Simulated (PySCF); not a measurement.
PySCF input for disulfur (S2), SMILES S=S (connectivity only; charge and spin as stated), neutral, multiplicity 3, TDA-PBE/def2-TZVPD. Geometry optimised at PBE0-D3(BJ)/def2-TZVPD.

```python
import numpy as np
from pyscf import gto, scf, dft, tdscf

mol = gto.M(
    atom='''
    S     0.00000000    0.00000000   -0.94273890
    S     0.00000000    0.00000000    0.94273890
    ''',
    basis='def2-TZVPD',
    charge=0,
    spin=2,
    max_memory=1600,
    verbose=4,
)
mf = dft.UKS(mol, xc='pbe').density_fit(auxbasis='def2-universal-jkfit')
mf.grids.level = 3
mf.conv_tol = 1e-9
mf.max_cycle = 100
mf.kernel()
fine, coarse = mf.grids, dft.Grids(mol).set(level=1).build(with_non0tab=True)
for _ in range(3):  # follow internal instabilities
    mf.grids = coarse
    mo, _, stable, _ = mf.stability(return_status=True, nroots=4)
    mf.grids = fine
    if stable:
        break
    mf.kernel(mf.make_rdm1(mo, mf.mo_occ))
mf.grids = dft.Grids(mol).set(level=1).build(with_non0tab=True)  # coarser grid for the response kernel
td = tdscf.TDA(mf)
td.nstates = 10
td.conv_tol = 1e-4
td.positive_eig_threshold = 1e-6
td.kernel(x0=td.get_init_guess(mf, 15))
td.analyze()
```

Output:

```
PySCF version 2.14.0

[INPUT] verbose = 4
[INPUT] num. atoms = 2
[INPUT] num. electrons = 32
[INPUT] charge = 0
[INPUT] spin (= nelec alpha-beta = 2S) = 2
[INPUT] symmetry False subgroup None
[INPUT] Mole.unit = angstrom
[INPUT] Symbol           X                Y                Z      unit          X                Y                Z       unit  Magmom
[INPUT]  1 S      0.000000000000   0.000000000000  -0.942738900000 AA    0.000000000000   0.000000000000  -1.781518327974 Bohr   0.0
[INPUT]  2 S      0.000000000000   0.000000000000   0.942738900000 AA    0.000000000000   0.000000000000   1.781518327974 Bohr   0.0

nuclear repulsion = 71.8488257965806
number of shells = 32
number of NR pGTOs = 144
number of NR cGTOs = 92
basis = def2-TZVPD
ecp = {}


[settings echo left out]
init E= -796.233545396714
  alpha nocc = 17  HOMO = -0.208461679954116  LUMO = -0.0533575388951277
  beta  nocc = 15  HOMO = -0.346998797677654  LUMO = -0.208461679954139

WARN: HOMO -0.208461679954116 >= LUMO -0.208461679954139

cycle= 1 E= -796.056482943165  delta_E= 0.177  |g|= 0.114  |ddm|= 1.03
  alpha nocc = 17  HOMO = -0.20139874804615  LUMO = -0.0215598842051286
  beta  nocc = 15  HOMO = -0.290056471015085  LUMO = -0.156943543914095
  HOMO = -0.201398748046  LUMO = -0.156943543914  gap/eV = 1.20969
cycle= 2 E= -796.056521396115  delta_E= -3.85e-05  |g|= 0.0938  |ddm|= 0.16
  alpha nocc = 17  HOMO = -0.215611666453138  LUMO = -0.032388780261428
  beta  nocc = 15  HOMO = -0.312340667890249  LUMO = -0.169688362378524
  HOMO = -0.215611666453  LUMO = -0.169688362379  gap/eV = 1.24964
cycle= 3 E= -796.061239693553  delta_E= -0.00472  |g|= 0.0305  |ddm|= 0.0983
  alpha nocc = 17  HOMO = -0.213300554679552  LUMO = -0.0306777239088589
  beta  nocc = 15  HOMO = -0.307340500075359  LUMO = -0.166247173052985
  HOMO = -0.21330055468  LUMO = -0.166247173053  gap/eV = 1.28039
cycle= 4 E= -796.061695876705  delta_E= -0.000456  |g|= 0.0024  |ddm|= 0.0232
  alpha nocc = 17  HOMO = -0.21360721916958  LUMO = -0.0308977323434654
  beta  nocc = 15  HOMO = -0.307279401195354  LUMO = -0.16582240795396
  HOMO = -0.21360721917  LUMO = -0.165822407954  gap/eV = 1.30029
cycle= 5 E= -796.061699411938  delta_E= -3.54e-06  |g|= 0.00026  |ddm|= 0.00349
  alpha nocc = 17  HOMO = -0.213528098523112  LUMO = -0.0308357710732139
  beta  nocc = 15  HOMO = -0.307199060878928  LUMO = -0.165722270993128
  HOMO = -0.213528098523  LUMO = -0.165722270993  gap/eV = 1.30086
cycle= 6 E= -796.061699442536  delta_E= -3.06e-08  |g|= 0.000117  |ddm|= 0.000506
  alpha nocc = 17  HOMO = -0.213562063871093  LUMO = -0.030864723771348
  beta  nocc = 15  HOMO = -0.307228227707528  LUMO = -0.165755575807231
  HOMO = -0.213562063871  LUMO = -0.165755575807  gap/eV = 1.30088
cycle= 7 E= -796.061699449187  delta_E= -6.65e-09  |g|= 7.06e-06  |ddm|= 0.000162
  alpha nocc = 17  HOMO = -0.213559725972168  LUMO = -0.0308636976743735
  beta  nocc = 15  HOMO = -0.307226023138076  LUMO = -0.165753666906134
  HOMO = -0.213559725972  LUMO = -0.165753666906  gap/eV = 1.30087
cycle= 8 E= -796.061699449225  delta_E= -3.82e-11  |g|= 1.04e-06  |ddm|= 1.15e-05
  alpha nocc = 17  HOMO = -0.213560100323327  LUMO = -0.0308638979527771
  beta  nocc = 15  HOMO = -0.307226433384325  LUMO = -0.165754045087464
  HOMO = -0.213560100323  LUMO = -0.165754045087  gap/eV = 1.30087
Extra cycle  E= -796.061699449225  delta_E= 3.41e-13  |g|= 1.04e-06  |ddm|= 2.04e-06
converged SCF energy = -796.061699449225  <S^2> = 2.0049031  2S+1 = 3.003267
tot grids = 12632
uhf_internal: lowest eigs of H = [0.24684495 0.32397357 0.32397695 0.33998971]
<class 'pyscf.df.df_jk.DFUKS'> wavefunction is stable in the internal stability analysis
tot grids = 12632
Overwritten attributes  positive_eig_threshold  of <class 'pyscf.tdscf.uks.TDA'>


******** <class 'pyscf.tdscf.uks.TDA'> for <class 'pyscf.df.df_jk.DFUKS'> ********
nstates = 10
deg_eia_thresh = 1.000e-03
wfnsym = None
conv_tol = 0.0001
eigh lindep = 1e-12
eigh level_shift = 0
eigh max_cycle = 100


Excitation energies (eV)
[3.65539909 3.65540857 3.84965977 4.51731558 4.51731558 4.88582881
 4.88582881 5.21970479 5.86768398 5.86768398]

** Excitation energies and oscillator strengths **
Excited State   1:      3.65540 eV    339.18 nm  f=0.0000
      14b ->   16b     -0.17816
      14b ->   17b      0.68270
      15b ->   16b      0.68270
      15b ->   17b      0.17816
Excited State   2:      3.65541 eV    339.18 nm  f=0.0000
      14b ->   16b      0.68270
      14b ->   17b      0.17816
      15b ->   16b      0.17816
      15b ->   17b     -0.68270
Excited State   3:      3.84966 eV    322.07 nm  f=0.0000
      14b ->   16b     -0.58237
      14b ->   17b      0.40105
      15b ->   16b     -0.40105
      15b ->   17b     -0.58237
Excited State   4:      4.51732 eV    274.46 nm  f=0.0040
      17a ->   18a     -0.99677
Excited State   5:      4.51732 eV    274.46 nm  f=0.0040
      16a ->   18a      0.99677
Excited State   6:      4.88583 eV    253.76 nm  f=0.0000
      13b ->   16b      0.98819
Excited State   7:      4.88583 eV    253.76 nm  f=0.0000
      13b ->   17b      0.98819
Excited State   8:      5.21970 eV    237.53 nm  f=0.1414
      13a ->   18a     -0.20263
      16a ->   28a     -0.13382
      16a ->   29a     -0.10670
      17a ->   28a      0.10670
      17a ->   29a     -0.13382
      13b ->   18b     -0.16834
      14b ->   16b     -0.36220
      14b ->   17b     -0.52596
      15b ->   16b      0.52596
      15b ->   17b     -0.36220
Excited State   9:      5.86768 eV    211.30 nm  f=0.0000
      17a ->   19a     -0.99895
Excited State  10:      5.86768 eV    211.30 nm  f=0.0000
      16a ->   19a      0.99895

** Transition electric dipole moments (AU) **
state          X           Y           Z        Dip. S.      Osc.
  1         0.0000      0.0000     -0.0000      0.0000      0.0000
  2        -0.0000      0.0000     -0.0000      0.0000      0.0000
  3        -0.0000      0.0000     -0.0000      0.0000      0.0000
  4        -0.1552      0.1087     -0.0000      0.0359      0.0040
  5         0.1087      0.1552      0.0000      0.0359      0.0040
  6         0.0000     -0.0000      0.0000      0.0000      0.0000
  7        -0.0000     -0.0000      0.0000      0.0000      0.0000
  8        -0.0000     -0.0000     -1.0514      1.1055      0.1414
  9        -0.0000      0.0000      0.0000      0.0000      0.0000
 10         0.0000      0.0000      0.0000      0.0000      0.0000

** Transition velocity dipole moments (imaginary part, AU) **
state          X           Y           Z        Dip. S.      Osc.
  1         0.0000      0.0000      0.0000      0.0000      0.0000
  2        -0.0000      0.0000      0.0000      0.0000      0.0000
  3        -0.0000      0.0000     -0.0000      0.0000      0.0000
  4        -0.0684      0.0479     -0.0000      0.0070      0.0280
  5         0.0479      0.0684      0.0000      0.0070      0.0280
  6        -0.0000      0.0000     -0.0000      0.0000      0.0000
  7         0.0000      0.0000      0.0000      0.0000      0.0000
  8        -0.0000     -0.0000      0.0692      0.0048      0.0166
  9        -0.0000      0.0000     -0.0000      0.0000      0.0000
 10         0.0000      0.0000     -0.0000      0.0000      0.0000

** Transition magnetic dipole moments (imaginary part, AU) **
state          X           Y           Z
  1         0.0000      0.0000     -0.0000
  2         0.0000      0.0000     -0.0000
  3        -0.0000     -0.0000      0.0000
  4        -0.0000     -0.0000      0.0000
  5        -0.0000      0.0000     -0.0000
  6        -0.7941     -0.5961      0.0000
  7        -0.5961      0.7941      0.0000
  8         0.0000      0.0000     -0.0000
  9         0.4956      0.6726      0.0000
 10         0.6726     -0.4956     -0.0000
```

The calculation finished and met its thresholds.
